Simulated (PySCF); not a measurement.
## Bond curve of BS⁻

Set-up: basis B aug-cc-pVDZ, S aug-cc-pV(D+d)Z; no relativity; PySCF 2.14. Energies in eV from B + S⁻ in their ground configurations at the same level. State: ¹Σ⁺ (singlet), closed shell.

```json
{"R (Å)": "1.460", "M06-L": "-4.811", "r²SCAN": "-4.746"}
{"R (Å)": "1.528", "M06-L": "-5.532", "r²SCAN": "-5.467"}
{"R (Å)": "1.596", "M06-L": "-5.939", "r²SCAN": "-5.872"}
{"R (Å)": "1.647", "M06-L": "-6.089", "r²SCAN": "-6.021"}
{"R (Å)": "1.698", "M06-L": "-6.138", "r²SCAN": "-6.069"}
{"R (Å)": "1.749", "M06-L": "-6.108", "r²SCAN": "-6.039"}
{"R (Å)": "1.817", "M06-L": "-5.975", "r²SCAN": "-5.908"}
{"R (Å)": "1.902", "M06-L": "-5.706", "r²SCAN": "-5.645"}
{"R (Å)": "2.004", "M06-L": "-5.292", "r²SCAN": "-5.241"}
{"R (Å)": "2.139", "M06-L": "-4.667", "r²SCAN": "-4.635"}
```

Q: Put a parabola through the three lowest points of the M06-L curve and estimate Re, k and ωe (reduced mass 8.189 u; 1 eV/Å² = 0.16022 mdyn/Å; ωe = 1302.8·√(k/μ) cm⁻¹).

A: Through R = 1.647, 1.698, 1.749 Å the second-order coefficient is 15.2 eV/Å², so Re ≈ 1.704 Å, k ≈ 4.87 mdyn/Å and ωe ≈ 1004 cm⁻¹. A polynomial fit of higher order to the unrounded M06-L energies gives Re = 1.702 Å, k = 4.76 mdyn/Å, ωe = 994 cm⁻¹; anharmonicity and rounding make the difference.

The higher-order fit for each curve: M06-L: Re = 1.702 Å, ωe = 994 cm⁻¹, De = 6.14 eV; r²SCAN: Re = 1.702 Å, ωe = 988 cm⁻¹, De = 6.07 eV.

For an ion De counts to the pair picked by the measured ionisation energies or electron affinities, which need not be the lowest pair at this level. The highest Kohn–Sham level is positive in this anion. Much of that is self-interaction error, but it also means that the finite basis helps to hold the extra electron.
